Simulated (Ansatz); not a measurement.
Reaction: C3H5Cl (SMILES C=CCCl) → C2H3 (SMILES C=[CH], doublet) + CH2Cl (SMILES [CH2]Cl, doublet) (the C-C bond breaks)
Each species at its own B3LYP-D3(BJ)/def2-TZVP minimum (Ansatz, a first-principles code), one conformer.

Total energies in hartree (Ansatz). Radicals and triplets start from unrestricted determinants; spin-orbit coupling is neglected. Correlated methods leave the cores frozen. No relativity. The UHF reference of C2H3 ([CH]=C, doublet) is spin-contaminated (<S^2> up to 0.19 over the pure value in the sets run).

| species | HF/cc-pV(T+d)Z | CCSD(T)/cc-pV(T+d)Z | HF/cc-pV(Q+d)Z | CCSD(T)/cc-pV(Q+d)Z | CCSD(T)/cc-pV(D+d)Z | CCSDT(Q)/cc-pV(D+d)Z |
|---|---|---|---|---|---|---|
| 1: C3H5Cl (SMILES C=CCCl) | -576.05378 | -576.81704 | -576.06498 | -576.87505 | -576.61976 | -576.62207 |
| 2: C2H3 (SMILES [CH]=C, doublet) | -77.41972 | -77.75200 | -77.42479 | -77.77372 | -77.67385 | -77.67568 |
| 3: CH2Cl (SMILES [CH2]Cl, doublet) | -498.51663 | -498.90011 | -498.52303 | -498.93482 | -498.78429 | -498.78553 |

### Question
Work out the bond dissociation energy (electronic) in kJ/mol: take Hartree-Fock from cc-pV(Q+d)Z, extrapolate the CCSD(T) correlation energy as X^-3 (X = 3, 4), and add CCSDT(Q) - CCSD(T) in cc-pV(D+d)Z. 1 hartree = 2625.5 kJ/mol.

### Answer

Species 1: correlation (64·(-0.81007) - 27·(-0.76326))/37 = -0.84423; step -0.00231; E1 = -576.06498 + (-0.84423) + (-0.00231) = -576.91152
Species 2: correlation (64·(-0.34893) - 27·(-0.33228))/37 = -0.36108; step -0.00183; E2 = -77.42479 + (-0.36108) + (-0.00183) = -77.78770
Species 3: correlation (64·(-0.41179) - 27·(-0.38348))/37 = -0.43245; step -0.00124; E3 = -498.52303 + (-0.43245) + (-0.00124) = -498.95672
-1·E1 +1·E2 +1·E3 = 0.16710 hartree = 438.7 kJ/mol.
